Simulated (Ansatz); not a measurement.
Reaction (substitution at a C–S bond): `OCCCS` + H–F → `OCCCF` + H₂S

Program: Ansatz. Geometries: PBE0-D4/def2-TZVP. ΔE: electronic, gas phase. CCSD(T)/CBS adds triple-zeta CCSD(T) − MP2 to the extrapolated MP2 energy (def2 sets, frozen cores). This one scheme is used for every species. Functionals use def2-TZVPP. One conformer a species, not always the lowest.

```json
{"species": "`OCCCS`", "ωB97X-V energy (Eh)": "-592.51518"}
{"species": "H–F", "ωB97X-V energy (Eh)": "-100.45411"}
{"species": "`OCCCF`", "ωB97X-V energy (Eh)": "-293.62015"}
{"species": "H₂S", "ωB97X-V energy (Eh)": "-399.34253"}
```

Work out ΔE.

ΔE = (-293.62015) + (-399.34253) − (-592.51518) − (-100.45411) = 0.00661 Eh = +0.18 eV. CCSD(T)/CBS gives +0.34 eV.

Largest T1 diagnostic among the species: 0.010.

In def2-TZVPP, CCSD(T) changes the Hartree–Fock value by +0.25 eV (the triples alone add +0.04 eV) and MP2 by +0.38 eV. The D4 term adds +0.08 eV with B3LYP and +0.04 eV with PBE0; it sums over pairs of atoms, weighted by their polarisabilities, and B3LYP, whose exchange is more repulsive, gets the larger term.

B3LYP here is the variant with VWN-RPA as its local correlation; programs differ in this.
